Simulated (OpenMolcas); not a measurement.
**What AlClO (SMILES [O]=[Al][Cl]) costs in OpenMolcas**

AlClO has 3 atoms, charge 0, and is taken as a singlet. As SMILES, `[O]=[Al][Cl]`. The Al2–Cl3 distance was set to 3.524 Å, away from the relaxed value. At this shape a bond of the SMILES string is far longer than usual.

```xyz
3

O     0.2021    3.1857    0.4625
Al    0.1040    1.6387    0.2379
Cl   -0.1168   -1.8415   -0.2673
```

Program: OpenMolcas 26.06. Hardware: 1 thread of Arm Neoverse V2, shared host, so times are rough. Two-electron integrals are exact unless an approximation is named.

(1) Estimate their order by wall time, quickest first.
A. energy at HF/STO-3G
B. energy at UPBE/STO-3G, grid UltraFine
C. energy at B3LYP/STO-3G, grid UltraFine

Results:

(1) A (1.3 s), C (3.6 s), B (11 s).
